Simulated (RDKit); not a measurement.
RDKit input (UFF):

```python
from rdkit import Chem
from rdkit.Chem import AllChem, rdDetermineBonds

mol = Chem.MolFromXYZFile('mol.xyz')
rdDetermineBonds.DetermineBonds(mol, charge=0)
print('SMILES', Chem.MolToSmiles(Chem.RemoveHs(mol)))
ff = AllChem.UFFGetMoleculeForceField(mol)
e0 = ff.CalcEnergy()
flag = ff.Minimize(maxIts=5000, forceTol=1e-5)
print(f'energy {e0:.4f} -> {ff.CalcEnergy():.4f} kcal/mol, converged: {flag == 0}')
print(Chem.MolToXYZBlock(mol))
```
mol.xyz:
```
12

C     -0.00210137     1.08174360     0.12090538
C      0.00074144    -1.08083876     0.12875855
C     -1.08060230    -0.00189518    -0.13071652
C      1.08196223     0.00099034    -0.11894741
H      0.00026723     1.95675874    -0.52885732
H     -0.00819803     1.41962592     1.15832029
H      0.00541670    -1.96054058    -0.51463211
H     -0.00447679    -1.41119264     1.16860008
H     -1.96147548    -0.00072250     0.51108544
H     -1.40906020    -0.00610522    -1.17116306
H      1.95579155     0.00450434     0.53240399
H      1.42173502    -0.00232806    -1.15575731
```

Problem. Which steric energies does it print, before and after the minimisation?

Solution. 81.47 and 66.81 kcal/mol. They count from the force field's own zero for this bonding and are no heats of formation.
